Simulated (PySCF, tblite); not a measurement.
# tert-butylphosphine (C₄H₁₁P): geometry, infrared bands and NMR shifts

Wanted: the infrared bands and NMR shifts of tert-butylphosphine (C₄H₁₁P) (`CC(C)(C)P`), by calculation.

The runs use tblite 0.8.0 and PySCF 2.14.0, with density-fitted response routines of our own; the level of theory stands in each step. All values are computed, except where a source is named. Atoms are numbered from 0 throughout.

### 1 Starting geometry

16 atoms, charge 0, multiplicity 1; geometry from: force field or distance geometry start.

Bonds of the start (Å): C0–C1 1.53, C1–C2 1.55, C1–C3 1.53, C1–P4 1.88, C0–H5 1.11, C0–H6 1.10, C0–H7 1.10, C2–H8 1.10, C2–H9 1.11, C2–H10 1.08, C3–H11 1.10, C3–H12 1.08, C3–H13 1.10, P4–H14 1.43, P4–H15 1.42.

### 2 Relaxing the molecule with GFN2-xTB

What the job is given:

```
{"job": {"kind": "relax", "xc": "GFN2-xTB", "basis": "xTB"}, "charge": 0, "multiplicity": 1}
C     -0.128800     1.162200     0.766000
C      0.040600    -0.091800    -0.098900
C      0.156600    -1.334300     0.821600
C     -1.144800    -0.244200    -1.055900
P      1.627200     0.051200    -1.091100
H     -1.059100     1.101300     1.362300
H     -0.210000     2.071000     0.145100
H      0.704600     1.313100     1.466400
H      0.285700    -2.254400     0.238500
H     -0.766000    -1.451600     1.423400
H      0.989300    -1.255700     1.511500
H     -1.047900    -1.147600    -1.674800
H     -1.247300     0.614200    -1.704800
H     -2.080000    -0.346400    -0.494200
H      1.396700     1.365300    -1.597500
H      2.475900     0.456700    -0.029000
```

Run with:

```console
> OMP_NUM_THREADS=1 python probes_run.py task.json out
```

One launch serves the whole session: the jobs run in the order shown.

**Question.** This job is followed by: GFN2-xTB harmonic vibrations, gas phase; GIAO PBE0/pcSseg-1 NMR shielding, non-relativistic, gas phase. Predict these results of the whole session: strongest single infrared mode (GFN2-xTB); zero-point energy (GFN2-xTB); ¹³C shifts against TMS (PBE0/pcSseg-1, means over atoms taken as alike); ¹H shifts against TMS (PBE0/pcSseg-1, means over atoms taken as alike); ³¹P shifts against H3PO4 (PBE0/pcSseg-1).

The runs gave:

| quantity | value |
| --- | --- |
| strongest single infrared mode (GFN2-xTB) | 2317 cm⁻¹, 196 km/mol |
| zero-point energy (GFN2-xTB) | 86.2 kcal/mol |
| ¹³C shifts against TMS (PBE0/pcSseg-1, means over atoms taken as alike) | 34.8, 30.7 ppm |
| ¹H shifts against TMS (PBE0/pcSseg-1, means over atoms taken as alike) | 2.72, 1.30 ppm |
| ³¹P shifts against H3PO4 (PBE0/pcSseg-1) | -107.8 ppm |

**Reading.** The optimisation took 20 steps and gained 0.078 eV; among the close pairs (by a distance rule), P4–H14 changed most, from 1.427 to 1.396 Å. No mode is imaginary among the 42: a minimum at this level. The strongest single mode, at 2317 cm⁻¹, moves mainly H14 and H15. Unscaled tight-binding wavenumbers are off by several per cent, some by more. Its intensities can rank the bands wrongly. At PBE0/pcSseg-1: Shielding is most anisotropic at P4 (span 249 ppm, paramagnetic term -541 ppm).
